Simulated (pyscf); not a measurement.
PySCF, gas phase, ωB97X-D3(BJ)/def2-SVP geometries. MP2 and CC: frozen core, UHF for open shells. ΔMP2 is the change of the MP2 total energy from the triple- to the quadruple-zeta basis.

Q: For the elementary gas-phase step HO–SiH₂–PH₂ (SMILES O[SiH2]P) → H₂Si=PH (SMILES [SiH2]=P) + H₂O (SMILES O) (singlet surface; H–P, O–Si broken, H–O formed), what barrier and reaction energy does CCSD(T)/def2-TZVPP + ΔMP2(QZVPP) give, measured from the reactant's lowest minimum found?

A: ΔE‡ = 50.3 kcal/mol, ΔE = +52.7 kcal/mol. Zero-point energy shifts the barrier by -1.6 kcal/mol. It is an elimination, with an imaginary mode of 1058i cm⁻¹. On the product side the descent ends in an adduct with a O–Si contact, 10.8 kcal/mol under the separated species and 3.6 kcal/mol under the saddle at ωB97X-D3(BJ)/def2-TZVP. At CCSD(T) the saddle lies under the separated products, which points to a path from their complex (located at ωB97X-D3(BJ) alone), and parting the products costs more than the saddle. What is counted as broken (O–Si) persists as a longer contact in the product adduct; parting that adduct is a step of its own. One saddle was located; it need not be the lowest between these sides. The CCSD(T) − MP2 part came from Ansatz, without density fitting, on the same reference.
